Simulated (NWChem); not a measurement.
# One shape, several levels: triplet BOF

We compute a comparison of 3 runs (UPBE/cc-pVTZ, U-revPBE/cc-pVTZ, UPBE0/cc-pVTZ) of triplet BOF. 

The results are computed with NWChem 7.3.0.

### 1 The system as given

The species is BOF (3 atoms), meant as a triplet with charge 0. SMILES of the parent species: `O=BF`. The coordinates come from a PBE0-D4/def2-TZVP relaxation. That shape belongs to the parent species and isn't relaxed for this state.

Bond lengths: O1–B2 1.206 Å, B2–F3 1.282 Å. Angles: O1–B2–F3 180.0°.

### 2 The energy at UPBE/cc-pVTZ (run 1)

Contents of input.xyz:

```xyz
3

O      0.983100    -0.565100     0.479900
B      0.020300    -0.011600     0.009900
F     -1.003400     0.576800    -0.489800
```

Contents of run.py:

```python
from ase.io import read
from ase.calculators.nwchem import NWChem

molecule = read('input.xyz')

calc = NWChem(
    label='input',
    theory='dft',
    memory='2200 mb',
    basis='cc-pVTZ',
    basispar='spherical bse',
    dft={'xc': 'xpbe96 cpbe96', 'mult': '3', 'grid': 'fine', 'convergence': 'energy 1e-08', 'iterations': '100', 'mulliken': None, 'print': 'low'},
    task='energy',
)
molecule.calc = calc

e = molecule.get_potential_energy()
print(f"E = {e:.6f} eV")
```

Run with:

```
export ASE_NWCHEM_COMMAND="nwchem PREFIX.nwi > PREFIX.nwo"
python run.py
```

Standard output:

```text
E = -5431.032158 eV
```

The calculator wrote input.nwi:

```
title "input"

permanent_dir input

scratch_dir input

start input

geometry units angstrom nocenter noautosym noautoz
  O  9.8309999999999997e-01 -5.6510000000000005e-01 4.7989999999999999e-01
  B  2.0299999999999999e-02 -1.1599999999999999e-02 9.9000000000000008e-03
  F  -1.0034000000000001e+00 5.7679999999999998e-01 -4.8980000000000001e-01
end

memory 2200 mb

basis spherical bse noprint
   * library cc-pVTZ
end

dft
  xc xpbe96 cpbe96
  mult 3
  grid fine
  convergence energy 1e-08
  iterations 100
  mulliken
  print low
end

task dft energy
```

input.nwo:

```text
Northwest Computational Chemistry Package (NWChem) 7.3.0
             --------------------------------------------------------

           Job information
           ---------------

    nwchem branch   = 7.3.0
    use scalapack   = T
    input           = input.nwi
    prefix          = input.
    data base       = input/input.db
    status          = startup
    nproc           =        1

           Memory information
           ------------------

    heap     =     72089594 doubles =      550.0 Mbytes
    stack    =     72089599 doubles =      550.0 Mbytes
    global   =    144179200 doubles =     1100.0 Mbytes (distinct from heap & stack)
    total    =    288358393 doubles =     2200.0 Mbytes
    verify   = yes
    hardfail = no

[... 35 lines left out ...]
            Nuclear Dipole moment (a.u.)
[... 69 lines left out ...]
   convergence    iter        energy       DeltaE   RMS-Dens  Diis-err    time
[... 13 lines left out ...]
         Total DFT energy =     -199.586752159577
      One electron energy =     -376.086427355456
           Coulomb energy =      147.881515915722
    Exchange-Corr. energy =      -22.820794575404
 Nuclear repulsion energy =       51.438953855561
[... 35 lines left out ...]
     ------------------------------------------
      Spin Density - Lowdin Population Analysis
     ------------------------------------------

    Atom       Charge   Shell Charges
 -----------   ------   -------------------------------------------------------
    1 O    8     0.79  -0.00  0.02  0.02  0.01  0.27  0.34  0.14  0.00  0.00 -0.00
    2 B    5     1.03   0.00  0.01  0.06  0.54  0.02  0.05  0.01  0.12  0.21  0.01
    3 F    9     0.19   0.00  0.01  0.02  0.01  0.07  0.07  0.01  0.00  0.00  0.00

     --------------------------
     Expectation value of S2:
     --------------------------
      <S2> =      2.0017 (Exact =     2.0000)

 Task  times  cpu:       37.9s     wall:       37.9s
 Total times  cpu:       37.9s     wall:       37.9s
```

Run time: 39 s. Hardware: 1 thread of Intel Xeon 6975P-C (Granite Rapids), shared host; peak memory 0.12 GiB.

### 3 A single-point energy at U-revPBE/cc-pVTZ (run 2)

Contents of run.py:

```python
from ase import Atoms
from ase.calculators.nwchem import NWChem

mol = Atoms(['O', 'B', 'F'], positions=[
    [0.983100, -0.565100, 0.479900],
    [0.020300, -0.011600, 0.009900],
    [-1.003400, 0.576800, -0.489800],
])

calc = NWChem(
    label='bfo',
    theory='dft',
    memory='2200 mb',
    basis='cc-pVTZ',
    basispar='spherical bse',
    dft={'xc': 'revpbe cpbe96', 'mult': '3', 'grid': 'fine', 'convergence': 'energy 1e-08', 'iterations': '100', 'mulliken': None},
    task='energy',
)
mol.calc = calc

e = mol.get_potential_energy()
print(f"E = {e:.6f} eV")
```

Run with:

```
export ASE_NWCHEM_COMMAND="nwchem PREFIX.nwi > PREFIX.nwo"
python run.py
```

Standard output:

```text
E = -5434.992614 eV
```

The calculator wrote bfo.nwi:

```
title "bfo"

permanent_dir bfo

scratch_dir bfo

start bfo

geometry units angstrom nocenter noautosym noautoz
  O  9.8309999999999997e-01 -5.6510000000000005e-01 4.7989999999999999e-01
  B  2.0299999999999999e-02 -1.1599999999999999e-02 9.9000000000000008e-03
  F  -1.0034000000000001e+00 5.7679999999999998e-01 -4.8980000000000001e-01
end

memory 2200 mb

basis spherical bse noprint
   * library cc-pVTZ
end

dft
  xc revpbe cpbe96
  mult 3
  grid fine
  convergence energy 1e-08
  iterations 100
  mulliken
end

task dft energy
```

bfo.nwo:

```text
Northwest Computational Chemistry Package (NWChem) 7.3.0
             --------------------------------------------------------

           Job information
           ---------------

    nwchem branch   = 7.3.0
    use scalapack   = T
    input           = bfo.nwi
    prefix          = bfo.
    data base       = bfo/bfo.db
    status          = startup
    nproc           =        1

           Memory information
           ------------------

    heap     =     72089594 doubles =      550.0 Mbytes
    stack    =     72089599 doubles =      550.0 Mbytes
    global   =    144179200 doubles =     1100.0 Mbytes (distinct from heap & stack)
    total    =    288358393 doubles =     2200.0 Mbytes
    verify   = yes
    hardfail = no

[... 89 lines left out ...]
  convergence criterion.
[... 17 lines left out ...]
          Convergence on gradient requested:  5.00D-04
[... 23 lines left out ...]
          Convergence aids based upon iterative change in
[... 28 lines left out ...]
 1-e energy   =    -376.046911
[... 49 lines left out ...]
         Total DFT energy =     -199.732296233465
[... 2 lines left out ...]
    Exchange-Corr. energy =      -22.977963235440
[... 652 lines left out ...]
                     DFT Final Beta Molecular Orbital Analysis
[... 729 lines left out ...]
 center of mass
 --------------
 x =  -0.12795631 y =   0.07360661 z =  -0.06245874

 moments of inertia (a.u.)
 ------------------
          69.823285234923          70.574116502894         -59.931557199400
          70.574116502894         152.029457789235          34.450372737688
         -59.931557199400          34.450372737688         163.342212941744

     Multipole analysis of the density
     ---------------------------------

     L   x y z        total         alpha         beta         nuclear
     -   - - -        -----         -----         ----         -------
     0   0 0 0     -0.000000    -12.000000    -10.000000     22.000000

     1   1 0 0      0.070278      0.421871      1.659642     -2.011235
[... 8 lines of this table left out ...]
     2   0 0 2    -12.694423    -15.961425    -11.024606     14.291608

 Task  times  cpu:       38.5s     wall:       38.5s
 Total times  cpu:       38.5s     wall:       38.5s
```

Run time: 40 s. Hardware: 1 thread of Intel Xeon 6975P-C (Granite Rapids), shared host; peak memory 0.12 GiB.

### 4 The energy at UPBE0/cc-pVTZ (run 3)

Contents of mymol.nw:

```
start mymol
memory total 2200 mb

geometry units bohr noautosym nocenter noautoz
  O   1.85778975 -1.06788423  0.90687957
  B   0.03836144 -0.02192082  0.01870829
  F  -1.89615119  1.08999403 -0.92558786
end

basis spherical bse
  * library cc-pVTZ
end

dft
  xc pbe0
  mult 3
  grid fine
  convergence energy 1e-08
  maxiter 100
  mulliken
end

task dft energy
```

Run with:

```
nwchem mymol.nw > mymol.out
```

Standard output:

```text
[...]
          Wavefunction type:  spin polarized.
          No. of atoms     :     3
          No. of electrons :    22
[...]
          Charge           :     0
          Spin multiplicity:     3
[...]
          AO basis - number of functions:    90
[...]
              XC Information
              --------------
                         PBE0 Method XC Functional
                     Hartree-Fock (Exact) Exchange  0.250
          PerdewBurkeErnzerhof Exchange Functional  0.750
            Perdew 1991 LDA Correlation Functional  1.000 local
           PerdewBurkeErnz. Correlation Functional  1.000 non-local
[...]
 d= 0,ls=0.0,diis     1   -199.5215038951 -2.51D+02  1.38D-02  1.59D-01     1.1
[...]
 d= 0,ls=0.0,diis    11   -199.5842288403 -5.59D-09  5.37D-07  1.81D-09    10.0
[...]
         Total DFT energy =     -199.584228840323
      One electron energy =     -376.159655367870
           Coulomb energy =      147.985816502085
    Exchange-Corr. energy =      -22.849340163223
 Nuclear repulsion energy =       51.438950188685
[...]
      Total Density - Mulliken Population Analysis
     ---------------------------------------------
    Atom       Charge   Shell Charges
 -----------   ------   -------------------------------------------------------
    1 O    8     7.65   1.94  0.27  1.06  0.35  1.25  1.96  0.81  0.00  0.01  0.00
    2 B    5     5.34   1.96  0.18  0.65  0.98  0.62  0.55  0.09  0.15  0.11  0.05
    3 F    9     9.01   1.94  0.28  1.07  0.54  1.56  2.38  1.22  0.00  0.01  0.00
[...]
      <S2> =      2.0024 (Exact =     2.0000)
[...]
```

Run time: 11 s. Hardware: 1 thread of Intel Xeon 6975P-C (Granite Rapids), shared host; peak memory 0.12 GiB.

### 5 Overview of the runs

| run | level | energy (Eh) | ⟨S²⟩ | wall time |
| --- | --- | --- | --- | --- |
| 1 | UPBE/cc-pVTZ | -199.586752 | 2.002 | 39 s |
| 2 | U-revPBE/cc-pVTZ | -199.732296 | 2.002 | 40 s |
| 3 | UPBE0/cc-pVTZ | -199.584229 | 2.002 | 11 s |

### 6 Summary of results

```
                                 quantity          value
                      run 3: total energy  -199.58423 Eh
                     run 3: dipole moment         0.52 D
run 3: HOMO energy (highest over α and β)       -3.24 eV
                              run 3: ⟨S²⟩          2.002
```

In words: Totals of different functionals can't be ranked against each other. All runs together took 89 s, the longest 40 s.
